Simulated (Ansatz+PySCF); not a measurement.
The numbers below are computed, except where a source is named.
A run of Ansatz (development build ahead of 0.2.0) on singlet H2O at this shape:

```yaml
atoms:
  - { symbol: O, position_ang: [0.0000, 0.0000, -0.2333] }
  - { symbol: H, position_ang: [0.0000, 1.4706, 0.9334] }
  - { symbol: H, position_ang: [0.0000, -1.4706, 0.9334] }
```

Its results:

```json
{
  "Converged": "yes",
  "Total energy": "-75.99265 hartree",
  "Spin squared of the determinant": "0.000",
  "Stability test": "minimum among restricted orbitals"
}
```

Forces (eV/Å):
```
atom     Fx      Fy      Fz
  O1  0.000   0.000   4.816
  H2  0.000  -3.404  -2.408
  H3  0.000   3.404  -2.408
```

Q: Which input gives this output? Name the method, the orbitals and the basis set, and write the input.

A: PBE0 (restricted) in 6-31G. An unrestricted run that stays on the closed shell gives the same numbers.

```yaml
crystal:
  periodic: [false, false, false]
  atoms:
    - { symbol: O, position_ang: [0.0, 0.0, -0.23334] }
    - { symbol: H, position_ang: [0.0, 1.47064, 0.93337] }
    - { symbol: H, position_ang: [0.0, -1.47064, 0.93337] }
basis:
  gaussian: { orbitals: "6-31G" }
hamiltonian:
  xc: pbe0
output:
  forces: true
```

Caution: an unrestricted determinant lies well below.
